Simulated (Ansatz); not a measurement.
# SbH⁻, quartet in def2-TZVPD: errors against UCCSDT(Q)

Geometry: that of the SbH⁻, doublet, kept fixed. The doublet lies 2.2 eV lower here.

| atom | x (Å) | y (Å) | z (Å) |
| --- | --- | --- | --- |
| Sb | 0.0000 | 0.0000 | 0.0000 |
| H | 0.0000 | 0.0000 | 1.7338 |

Basis def2-TZVPD with its core potentials; Ansatz 0.2.0. Only valence electrons are correlated (noble-gas cores and the filled d shells of p-block atoms frozen), which leaves 7 electrons in 56 orbitals. Prefix R: restricted or restricted open-shell reference; prefix U: unrestricted. Active spaces: valence = (7e, 5o) chosen from the atoms' valence shells. No spin–orbit coupling is included; scalar relativity enters through the core potentials alone. This anion state lies near or above the neutral species, so the extra electron is weakly bound or unbound and the energies hang on the diffuse functions.

Full CI isn't at hand for all of this; UCCSDT(Q) serves as the reference, and is uncertain by about the last step of the cluster series. The frozen core follows each run's orbitals, which can shift R against U totals by a few meV for light atoms and by up to 0.1 eV past Ca.

```
UHF ⟨S²⟩                          : 3.774
T1 diagnostic (RCCSD)             : 0.0212
largest doubles amplitude (RCCSD) : 0.038
T1 diagnostic (UCCSD)             : 0.0184
```

| level | E − E(UCCSDT(Q)) (kJ/mol) | share of correlation (%) | wall time |
| --- | --- | --- | --- |
| UHF | 320.5 | 4.56 | – |
| UMP2 | 67.5 | 79.89 | – |
| UCCSD | 15.0 | 95.53 | – |
| UCCSD(T) | 2.8 | 99.17 | 6.5 s |
| UCCSDT | 0.5 | 99.86 | – |

The correlation energy at UCCSDT(Q), counted from RHF, is -3.480 eV. That run took 41 s on 1 thread of Arm Neoverse V1, shared host.

Run but not shown, since their state or frozen core can't be matched to the reference's or they repeat it: RHF, RMP2, CISD, RCCSD, RCCSD(T), BCCD(T), RCCSDT, RCCSDT(Q), CASSCF (valence space), NEVPT2 (valence space), MRCISD (valence space), MRCISD+Q (valence space), MRCISD+Q(relaxed) (valence space).

Times hold each run's SCF and search for its determinant on a shared host, so for small cases they say little of a method's own cost; they ran on 1 thread of Arm Neoverse V1.

Natural occupations of CASSCF (valence space) about the gap: 2.000 2.000 1.000 1.000 1.000; effectively unpaired electrons, Σ n²(2−n)², 3.00.
